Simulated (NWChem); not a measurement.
System: methylamine (CH₅N); SMILES CN

The following NWChem deck was run.

```
start job
memory heap 200 mb stack 900 mb global 1100 mb
geometry units angstroms noautosym nocenter noautoz
  C     -0.007721     0.690034     0.000000
  N     -0.096730    -0.753659     0.000000
  H     -0.528114     1.096772    -0.881724
  H     -0.528114     1.096772     0.881724
  H      1.016671     1.119737     0.000000
  H      0.376435    -1.141446    -0.813320
  H      0.376435    -1.141446     0.813320
end
basis spherical
  * library aug-cc-pvtz
end
dft
  xc b3lyp
  iterations 150
  semidirect filesize 400000000
end
cosmo
  do_cosmo_smd true
  solvent water
end
task dft energy
```

The geometry was optimised at PBE0/def2-SVP. Solvent: water.

Solvent water, SMD (1 M gas to 1 M solution), gas-phase geometry.

Task: What results follow from this input? (B3LYP/aug-cc-pVTZ, SMD on the gas-phase geometry.) Quantities: basis functions; solvation free energy (kcal/mol); cavity-dispersion-structure term (kcal/mol); dipole in solution (D).

Result: 
* **number of basis functions**: 207
* **solvation free energy (kcal/mol)**: -3.5
* **cavity-dispersion-structure term (kcal/mol)**: 1.0
* **dipole in solution (D)**: 1.80
